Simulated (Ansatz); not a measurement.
Born–Oppenheimer molecular dynamics of C3H7ClO (12 atoms, charge 0, multiplicity 1). It starts from a relaxed structure.

The calculation used Ansatz, UKS revPBE/STO-3G.

| Property | Result |
| --- | --- |
| ensemble | NVT, Langevin thermostat |
| time step | 0.5 fs |
| steps asked | 147 |
| set temperature | 2000 K |
| friction | 0.001 /fs |
| seed | 409265 |

First frame:

```xyz
12
Properties=species:S:1:pos:R:3
C -0.902 0.677 -0.689
C 0.389 -0.051 -0.157
C 0.260 -0.551 1.324
O 0.803 -1.176 -0.952
Cl 1.782 1.325 -0.161
H -1.151 1.536 -0.035
H -0.743 1.053 -1.720
H -1.755 -0.034 -0.689
H 0.050 0.303 1.996
H 1.202 -1.040 1.641
H -0.570 -1.284 1.398
H 0.710 -0.814 -1.922
```

(1) How far do the bonds stretch over the last three quarters of this one trajectory? (Pairs bonded in most of those frames.)

## Answers

(1) 
```
  bond  mean (Å)  spread (Å)  shortest  longest
 C1–C2     1.583       0.080      1.48     1.72
 C1–H6     1.118       0.054      1.02     1.22
 C1–H7     1.122       0.052      1.03     1.21
 C1–H8     1.132       0.094      0.98     1.28
 C2–C3     1.572       0.064      1.48     1.68
 C2–O4     1.453       0.042      1.37     1.52
C2–Cl5     2.028       0.137      1.86     2.23
 C3–H9     1.112       0.024      1.07     1.15
C3–H10     1.116       0.045      1.04     1.20
C3–H11     1.121       0.058      1.03     1.22
O4–H12     1.043       0.019      1.01     1.08
```

Pairs bonded in part of these frames only: C2–Cl5 95 %.

Mean temperature of the second half: 978 K. The mean temperature of the second half is 51 % below the set value. A run of 0.073 ps of so small a system gives no equilibrium averages. Limits of this set-up: minimal basis.

The run took 9.6 min on 1 thread of Intel(R) Xeon(R) Platinum 8259CL CPU @ 2.50GHz (Skylake/Cascade Lake), with other jobs on the host, peak memory 0.13 GiB.
